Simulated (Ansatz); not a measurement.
# quartet NCO: levels of theory compared

We compute a comparison of 6 runs (UBHLYP/STO-3G, UBLYP/STO-3G, UCAM-B3LYP/STO-3G, UHSE06/STO-3G, USVWN5/STO-3G, UCCSDT/STO-3G) of quartet NCO. 

Program for the calculation: Ansatz 0.2.0.

66 further runs of the same task are left out: 13 that didn't finish, 53 set aside as unsound or not needed.

## Step 1: The molecule

NCO: 3 atoms, total charge 0, spin state quartet. SMILES of the parent species: `[N]=C=O`. Geometry: relaxed at PBE0-D4/def2-TZVP. That shape belongs to the parent species and isn't relaxed for this state.

Bond lengths: N1–C2 1.222 Å, C2–O3 1.171 Å. Angles: N1–C2–O3 180.0°.

## Step 2: A single-point energy at UBHLYP/STO-3G (run 1)

File run.yaml:

```yaml
crystal:
  periodic: [false, false, false]
  atoms:
    - symbol: N
      position_ang: [0.968200, 0.423100, 0.579200]
    - symbol: C
      position_ang: [-0.013800, -0.006000, -0.008300]
    - symbol: O
      position_ang: [-0.954400, -0.417100, -0.571000]
basis:
  gaussian: {orbitals: STO-3G}
magnetization: {spin_polarized: true, initial_magnetization: 3}
hamiltonian: {xc: {name: BHLYP}}
accuracy: high
```

Command:

```bash
$ ansatz run run.yaml --threads 1 --pin off --max-ram 2610MiB --events-out events.jsonl --progress --plain --runs-dir runs
```

What it wrote:

```text
Warning: RAYON_NUM_THREADS=1 ignored (pool sized by the plan → 1); use --threads N
Functional definition: BHLYP
  name "BHLYP"
  parameter a = 0.5
  exchange = (1 - a)*b88_x + a*exact_x
  correlation = lyp_c
251 factors; integrals over basis functions are off by at most 2.2e-8 eV
mean field evaluation 1: about -4500.9487 eV, gradient 9.8e0 eV
mean field evaluation 2: about -4501.4626 eV, gradient 7.0e0 eV
mean field evaluation 4: about -4501.8244 eV, gradient 1.4e0 eV
mean field evaluation 8: about -4501.8819 eV, gradient 4.0e-2 eV
mean field evaluation 16: about -4501.8820 eV, gradient 6.9e-6 eV
mean field evaluation 32: about -4501.8823 eV, gradient 2.0e-2 eV
mean field -4501.88203506 eV, -165.4411133033 hartree, gradient 2.1e-8 eV, S^2 3.792899; 3 other end points of the search recorded, 0 dependent functions left out
reference -4501.88204672 eV, -165.4411137318 hartree; 12, 9 occupied and 3, 6 virtual orbitals, 251 factors
Total energy: -4501.88204672 eV, -165.4411137318 hartree
```

Run time: 16 s. Hardware: 1 thread of Intel Xeon Platinum 8375C at 2.90GHz (Ice Lake), shared host; peak memory 0.12 GiB.

## Step 3: The energy at UBLYP/STO-3G (run 2)

File input.yaml:

```yaml
crystal:
  periodic: [false, false, false]
  atoms:
    - {symbol: "N", position_ang: [0.968200, 0.423100, 0.579200]}
    - {symbol: C, position_ang: [-0.013800, -0.006000, -0.008300]}
    - {symbol: O, position_ang: [-0.954400, -0.417100, -0.571000]}
basis:
  gaussian: {orbitals: STO-3G}
magnetization: {spin_polarized: true, initial_magnetization: 3}
hamiltonian: {xc: {name: BLYP}}
accuracy: high
```

Command:

```bash
$ ansatz run input.yaml --threads 1 --pin off --max-ram 2610MiB --events-out events.jsonl --progress --plain --runs-dir runs
```

What it wrote:

```text
Warning: RAYON_NUM_THREADS=1 ignored (pool sized by the plan → 1); use --threads N
Functional definition: BLYP
  name "BLYP"
  parameter beta = 0.0042
  parameter a = 0.04918
  parameter b = 0.132
  parameter c = 0.2533
  parameter d = 0.349
  exchange = b88_x(beta = beta)
  correlation = lyp_c(a = a, b = b, c = c, d = d)
251 factors; integrals over basis functions are off by at most 2.2e-8 eV
mean field evaluation 1: about -4500.6781 eV, gradient 1.5e1 eV
mean field evaluation 2: about -4481.5847 eV, gradient 4.8e1 eV
mean field evaluation 4: about -4502.2479 eV, gradient 2.2e0 eV
mean field evaluation 8: about -4502.2478 eV, gradient 2.6e-2 eV
mean field evaluation 16: about -4502.2478 eV, gradient 8.2e-8 eV
mean field evaluation 32: about -4502.2478 eV, gradient 2.6e-7 eV
mean field evaluation 64: about -4502.2478 eV, gradient 1.1e-4 eV
mean field evaluation 96: about -4502.2478 eV, gradient 9.5e-5 eV
mean field -4502.24783957 eV, -165.4545563711 hartree, gradient 9.7e-8 eV, S^2 3.756795; 7 other end points of the search recorded, 0 dependent functions left out
reference -4502.24786279 eV, -165.4545572242 hartree; 12, 9 occupied and 3, 6 virtual orbitals, 251 factors
Total energy: -4502.24786279 eV, -165.4545572242 hartree
```

Run time: 20 s. Hardware: 1 thread of Intel Xeon Platinum 8375C at 2.90GHz (Ice Lake), shared host; peak memory 0.12 GiB.

Run 3 isn't shown in full; the table further down has it.

## Step 4: The energy at UHSE06/STO-3G (run 4)

File run.yaml:

```yaml
basis:
  gaussian: {orbitals: STO-3G}
crystal:
  periodic: [false, false, false]
  atoms:
    - {symbol: "N", position_ang: [0.968200, 0.423100, 0.579200]}
    - {symbol: C, position_ang: [-0.013800, -0.006000, -0.008300]}
    - {symbol: O, position_ang: [-0.954400, -0.417100, -0.571000]}
magnetization: {spin_polarized: true, initial_magnetization: 3}
hamiltonian: {xc: hse06}
accuracy: high
```

Command:

```bash
$ ansatz run run.yaml --threads 1 --pin off --max-ram 2610MiB --events-out events.jsonl --progress --plain --runs-dir runs
```

What it wrote:

```text
Warning: RAYON_NUM_THREADS=1 ignored (pool sized by the plan → 1); use --threads N
Functional definition: HSE06
  name "HSE06"
  parameter a = 0.25
  parameter omega = 0.11/bohr
  exchange = pbe_x - a*pbe_x_sr(omega) + a*exact_x_sr(omega)
  correlation = pbe_c
251 factors; integrals over basis functions are off by at most 2.2e-8 eV
42 factors; integrals over basis functions are off by at most 3.8e-10 eV
mean field evaluation 1: about -4498.1282 eV, gradient 1.2e1 eV
mean field evaluation 2: about -4496.2586 eV, gradient 2.0e1 eV
mean field evaluation 4: about -4499.2179 eV, gradient 1.7e0 eV
mean field evaluation 8: about -4499.2424 eV, gradient 1.3e-2 eV
mean field evaluation 16: about -4499.2424 eV, gradient 2.7e-7 eV
mean field evaluation 32: about -4499.2415 eV, gradient 1.8e-1 eV
mean field evaluation 64: about -4499.2447 eV, gradient 2.8e-1 eV
mean field -4499.24242796 eV, -165.3441095315 hartree, gradient 5.3e-11 eV, S^2 3.771064; 3 other end points of the search recorded, 0 dependent functions left out
reference -4499.24242890 eV, -165.3441095661 hartree; 12, 9 occupied and 3, 6 virtual orbitals, 251 factors
Total energy: -4499.24242890 eV, -165.3441095661 hartree
```

Run time: 23 s. Hardware: 1 thread of Intel Xeon Platinum 8375C at 2.90GHz (Ice Lake), shared host; peak memory 0.12 GiB.

Run 5 isn't shown in full; the table further down has it.

## Step 5: A single-point energy at UCCSDT/STO-3G (run 6)

File molecule.yaml:

```yaml
crystal:
  periodic: [false, false, false]
  atoms:
    - {symbol: N, position_ang: [0.968200, 0.423100, 0.579200]}
    - {symbol: C, position_ang: [-0.013800, -0.006000, -0.008300]}
    - {symbol: O, position_ang: [-0.954400, -0.417100, -0.571000]}
basis:
  gaussian: {orbitals: STO-3G}
magnetization: {spin_polarized: true, initial_magnetization: 3}
correlation: {method: ccsdt, frozen_orbitals: {C: 1, "N": 1, O: 1}}
accuracy: high
scf: {omitted_lower_state_checks: [cluster_reference, increment]}
```

Command:

```bash
$ ansatz run molecule.yaml --threads 1 --pin off --max-ram 2610MiB --events-out events.jsonl --progress --plain --runs-dir runs
```

What it wrote:

```text
Warning: RAYON_NUM_THREADS=1 ignored (pool sized by the plan → 1); use --threads N
Functional definition: HF
  name "HF"
  exchange = exact_x
  correlation = 0
these checks for a lower state are left out or cut short: cluster_reference, increment
251 factors; integrals over basis functions are off by at most 2.2e-8 eV
mean field evaluation 1: about -4480.7615 eV, gradient 1.2e1 eV
mean field evaluation 2: about -4480.8646 eV, gradient 1.2e1 eV
mean field evaluation 4: about -4482.2472 eV, gradient 2.1e0 eV
mean field evaluation 8: about -4482.3588 eV, gradient 3.0e-1 eV
mean field evaluation 16: about -4482.3692 eV, gradient 1.9e-8 eV
mean field evaluation 32: about -4482.3692 eV, gradient 2.7e-4 eV
mean field evaluation 64: about -4482.3692 eV, gradient 1.1e-4 eV
mean field -4482.36921300 eV, -164.7240303189 hartree, gradient 1.9e-8 eV, S^2 3.893894; 6 other end points of the search recorded, 0 dependent functions left out
3 core orbitals not correlated: weight in the atoms' cores, before any rotation towards them, 1.000 or more for the frozen orbitals, at most 0.000 for the correlated occupied ones
reference -4482.36921300 eV, -164.7240303189 hartree; 9, 6 occupied and 3, 6 virtual orbitals, 251 factors
second order -2.61842141 eV of doubles, -0.00000000 eV of singles
cycle   1  -3.04443286 eV  change   -4.3e-1 eV  update   8.5e-2
cycle   2  -3.41307215 eV  change   -3.7e-1 eV  update   5.0e-2
cycle   3  -3.65782878 eV  change   -2.4e-1 eV  update   3.0e-2
cycle   4  -3.66782735 eV  change   -1.0e-2 eV  update   1.1e-2
cycle   5  -3.67748744 eV  change   -9.7e-3 eV  update   5.3e-3
cycle   6  -3.68835954 eV  change   -1.1e-2 eV  update   3.3e-3
cycle   7  -3.68632947 eV  change    2.0e-3 eV  update   2.1e-3
cycle   8  -3.68774141 eV  change   -1.4e-3 eV  update   1.4e-3
cycle   9  -3.69124818 eV  change   -3.5e-3 eV  update   8.2e-4
cycle  10  -3.68946636 eV  change    1.8e-3 eV  update   4.1e-4
cycle  11  -3.68974474 eV  change   -2.8e-4 eV  update   2.4e-4
cycle  12  -3.68959319 eV  change    1.5e-4 eV  update   1.4e-4
cycle  13  -3.68984383 eV  change   -2.5e-4 eV  update   8.2e-5
cycle  14  -3.68994916 eV  change   -1.1e-4 eV  update   4.2e-5
cycle  15  -3.68991702 eV  change    3.2e-5 eV  update   2.3e-5
cycle  16  -3.68989929 eV  change    1.8e-5 eV  update   1.1e-5
cycle  17  -3.68989939 eV  change   -1.0e-7 eV  update   6.0e-6
cycle  18  -3.68990401 eV  change   -4.6e-6 eV  update   3.0e-6
cycle  19  -3.68990297 eV  change    1.0e-6 eV  update   1.4e-6
cycle  20  -3.68990070 eV  change    2.3e-6 eV  update   8.7e-7
cycle  21  -3.68989940 eV  change    1.3e-6 eV  update   5.0e-7
cycle  22  -3.68989935 eV  change    4.5e-8 eV  update   2.9e-7
cycle  23  -3.68989947 eV  change   -1.2e-7 eV  update   1.9e-7
cycle  24  -3.68989960 eV  change   -1.3e-7 eV  update   1.1e-7
cycle  25  -3.68989960 eV  change    5.5e-9 eV  update   6.9e-8
cycle  26  -3.68989967 eV  change   -7.0e-8 eV  update   4.9e-8
cycle  27  -3.68989961 eV  change    5.3e-8 eV  update   2.9e-8
cycle  28  -3.68989972 eV  change   -1.1e-7 eV  update   6.6e-8
cycle  29  -3.68989974 eV  change   -1.4e-8 eV  update   3.1e-8
cycle  30  -3.68989980 eV  change   -5.8e-8 eV  update   1.7e-8
cycle  31  -3.68989982 eV  change   -2.1e-8 eV  update   7.9e-9
cycle  32  -3.68989983 eV  change   -9.9e-9 eV  update   3.8e-9
cycle  33  -3.68989983 eV  change  -3.8e-10 eV  update   1.8e-9
Total energy: -4486.05911283 eV, -164.8596316364 hartree
Checks for a lower state left out: cluster_reference, increment
```

Run time: 2.4 s. Hardware: 1 thread of Intel Xeon Platinum 8375C at 2.90GHz (Ice Lake), shared host; peak memory 0.11 GiB.

## Step 6: All runs side by side

```
run              level  frozen core orbitals  energy (Eh)   ⟨S²⟩  wall time
  1      UBHLYP/STO-3G                     –  -165.441114  3.793       16 s
  2       UBLYP/STO-3G                     –  -165.454557  3.757       20 s
  3  UCAM-B3LYP/STO-3G                     –  -165.423686  3.773       11 s
  4      UHSE06/STO-3G                     –  -165.344110  3.771       23 s
  5      USVWN5/STO-3G                     –  -164.163303  3.754       35 s
  6      UCCSDT/STO-3G                     3  -164.859632  3.894      2.4 s
```

## Step 7: What came out

| quantity | value |
| --- | --- |
| run 6: total energy | -164.85963 Eh |
| run 6: correlation energy (3 core orbitals frozen) | -135.6 mEh |
| run 6: ⟨S²⟩ of the reference determinant | 3.894 |
| run 6: T1 diagnostic | 0.031 |

What this shows: Totals of different functionals can't be ranked against each other. In runs 1, 2, 3, 4, 5, 6 the basis is minimal, so the values are rough. Spin contamination of the reference: run 6 ⟨S²⟩ = 3.89. All runs together took 1.8 min, the longest 35 s.
